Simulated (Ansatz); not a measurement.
The first iterations of a band of C$_{2}$H$_{7}$Al (10 atoms, charge 0, multiplicity 1).

These are results of Ansatz, RKS PBE0-D4/6-31G*, not measurements.

```
movable images  : 5
climbing image  : yes
spring          : 2.0 to 10.0 eV/Å², energy-weighted
optimiser       : quadratic models (default)
start path      : through a guess of the saddle point
force threshold : 0.05 eV/Å
iteration limit : 60
end points      : relaxed
```

Image 0:

```xyz
10
Properties=species:S:1:pos:R:3
Al 0.463 0.013 -0.038
C 0.984 0.116 1.857
H 0.066 0.072 2.464
H 1.514 -0.817 2.107
C 1.830 1.327 2.263
H 2.086 1.312 3.331
H 2.772 1.369 1.704
H 1.305 2.271 2.069
H 0.972 1.095 -1.101
H -0.488 -1.168 -0.549
```

Image 6:

```xyz
10
Properties=species:S:1:pos:R:3
Al -0.677 0.750 -0.435
C 1.868 -0.106 1.405
H 0.961 -0.699 1.217
H 2.476 -0.690 2.105
C 1.530 1.260 1.984
H 0.946 1.173 2.905
H 2.436 1.835 2.202
H 0.941 1.871 1.280
H 2.431 -0.023 0.469
H -1.408 0.218 0.977
```

| iteration | highest image above the first end (eV) | largest band force component (eV/Å) |
| --- | --- | --- |
| 1 | 7.489 | 19.337 |
| 2 | 3.989 | 8.767 |
| 3 | 3.183 | 4.594 |
| 4 | 2.861 | 2.243 |
| 5 | 2.727 | 1.664 |
| 6 | 2.710 | 1.521 |

Problem. Does the band converge within its limit, and where does its top end?

Solution. The forces met the threshold. It ended after 18 iterations with the highest image 2.495 eV above the first end. Neighbouring images differ by up to 1.5 eV, so the band resolves the path poorly. Another band between the same ends (5 images) ends at a top of the same energy, where a vibrational analysis finds 1 clearly imaginary mode. The orbitals stay closed-shell, which can raise the energy where a bond breaks towards radicals; this wasn't checked here.

The run took 3.8 min on 1 thread of Arm Neoverse V1, on a shared host, peak memory 0.12 GiB.
